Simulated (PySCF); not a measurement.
**Deuteron quadrupole couplings in `C=C[P+](C)(C)C`**

Species: C5H12P (charge +1).
Structure used (GFN2-xTB), in Å, numbered top down from 1:
```
atom  x, y, z in Å
C1     2.144    0.775   -1.047
C2     1.451    0.643    0.073
P3    -0.201   -0.061    0.166
C4    -1.323    1.183    0.850
C5    -0.789   -0.587   -1.460
C6    -0.166   -1.483    1.284
H7     3.132    1.206   -1.045
H8     1.765    0.464   -2.007
H9     1.847    0.963    1.029
H10   -2.320    0.757    0.962
H11   -1.370    2.045    0.185
H12   -0.962    1.508    1.826
H13   -0.828    0.266   -2.135
H14   -1.789   -1.008   -1.358
H15   -0.123   -1.347   -1.867
H16    0.196   -1.174    2.264
H17   -1.169   -1.895    1.386
H18    0.499   -2.249    0.884
```

Level: PBE0/pcSseg-1 (PySCF, non-relativistic); Q(2H) = 0.00286 b; rigid geometry, the same for H and D, with no vibrational averaging.

Question: Rank these positions by the coupling χzz of a deuteron there, largest first.
A. H8 (vinylic hydrogen)
B. H9 (vinylic hydrogen)
C. H18 (methyl hydrogen)

Answer: A (219 kHz), B (213 kHz), C (205 kHz).

Give the electric field gradient Vzz (the principal value of largest size), its asymmetry and the 2H coupling at each hydrogen.

```tsv
atom	bonded to	bond length (Å)	Vzz (au)	η	χzz (kHz)
H7	C1	1.078	0.3234	0.02	217
H8	C1	1.078	0.3254	0.03	219
H9	C2	1.083	0.3167	0.09	213
H10	C4	1.090	0.3046	0.03	205
H11	C4	1.089	0.3046	0.03	205
H12	C4	1.090	0.3043	0.03	204
H13	C5	1.089	0.3050	0.03	205
H14	C5	1.090	0.3047	0.03	205
H15	C5	1.090	0.3044	0.03	205
H16	C6	1.090	0.3049	0.03	205
H17	C6	1.090	0.3047	0.03	205
H18	C6	1.089	0.3046	0.03	205
```

Give the 2H NMR doublet splittings at H8 for a magnetic field along the z, y and x axes of the gradient: 3χ/2, 3χ(1 + η)/4, 3χ(1 − η)/4.

With |χ| = 218.7 kHz and η = 0.033: 328, 169 and 159 kHz, to first order and without motion.

Geometry: GFN2-xTB; no solvent, vibrations or thermal averaging. GFN2-xTB bond lengths can be off by several hundredths of an ångström, more for odd bonds, and the gradients follow them. A larger basis could move these couplings by a tenth or more.
